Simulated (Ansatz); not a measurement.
Results of PBEsol in Ansatz (PAW) for Sb2O3 (Pccn, No. 56).

Run with plane-wave cutoff 520 eV, 8×6×4 k mesh (along the axes of the cell as run), Fermi–Dirac smearing 0.01 eV, scalar-relativistic PAW data made under PBE.

On both sides of the equilibrium volume: at 16.097 Å³/atom the pressure is 0.57 GPa and the direct gap at Γ 1.845 eV; at 16.754 Å³/atom they are -0.46 GPa and 2.102 eV. The fitted bulk modulus is 25.5 GPa.

Question: Work out the volume deformation potential of this gap and its pressure coefficient, in two ways.

Answer: a_V = dE_g/d ln V = (2.102 − 1.845)/ln(16.754/16.097) = 6.42 eV. Since dP = −B d ln V, dE_g/dP = −a_V/B = -252 meV/GPa. Straight from the pressures: (1.845 − 2.102)/(0.57 − (-0.46)) = -250 meV/GPa. At this level and over this range the gap at Γ narrows under pressure.

Spin–orbit coupling is not included.

Note: the relaxation could not lower the start's symmetry, so the cell can be a saddle point above a distorted one.

Ansatz is a first-principles code.
